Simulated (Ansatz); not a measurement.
# Smallest direct gap on the k points sampled of black phosphorus at several levels of theory

No measured value is used here.

```
level (code)      value (eV)  cell (Å³/atom)
----------------  ----------  --------------
PBE (Ansatz)            0.14           21.34
r²SCAN (Ansatz)         0.24           20.71
HSE06 (Ansatz)          0.13           18.97
PBE0 (Ansatz)           0.73           18.97
r²SCAN0 (Ansatz)           ?           18.97
```

Question: What belongs in the gaps?

Answer: 
- r²SCAN0 (Ansatz, a first-principles code), value (eV): 0.81

Computed values are for a static lattice.  PBE, r²SCAN: the cell comes from a level without a dispersion term, which matters for the spacing of layers, chains or molecules. Values are at the measured cell (atoms relaxed with PBEsol); PBE at the level's own equilibrium cell; r²SCAN at the level's own equilibrium cell. Cutoffs and k meshes differ between the levels. Ansatz's density-functional and Hartree–Fock values are scalar-relativistic unless marked +SOC, with PAW data made under PBE.
